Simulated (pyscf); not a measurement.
F–W(F)(=Se)=Se + HF → F–W(F)(F)(=Se)–SeH, gas phase, singlet surface. PySCF, gas phase, ωB97X-D3(BJ)/def2-SVP geometries. ΔG in kcal/mol from ωB97M-D3(BJ)/def2-TZVP energies (ideal gas, 1 atm, RRHO with modes under 100 cm⁻¹ raised to 100, one conformer, R ln 2 for chiral ones without a mode under 150 cm⁻¹).

```tsv
T (K)	ΔG
298	-6.2
600	?
900	+12.8
1200	+21.9
```

Question: Fit a line to the three values, predict ΔG at 600 K, and estimate where the reaction turns unfavourable at 1 atm of each gas.

Answer: Least squares gives ΔG = -15.5 + 31.2 × T/1000 K, so ΔS is about -131 J/(mol K) and ΔH about -15.5 kcal/mol over this range (ΔH at 298 K: -15.9). At 600 K the line gives +3.2; the computed value is +3.5. ΔG = 0 falls near 500 K; 1 kcal/mol in the energy moves that by 32 K. This is thermodynamics alone and says nothing of the barrier. Elements up to Kr have no core potential and no relativistic terms here. Elements past Kr carry the def2 core potentials, without spin-orbit coupling.
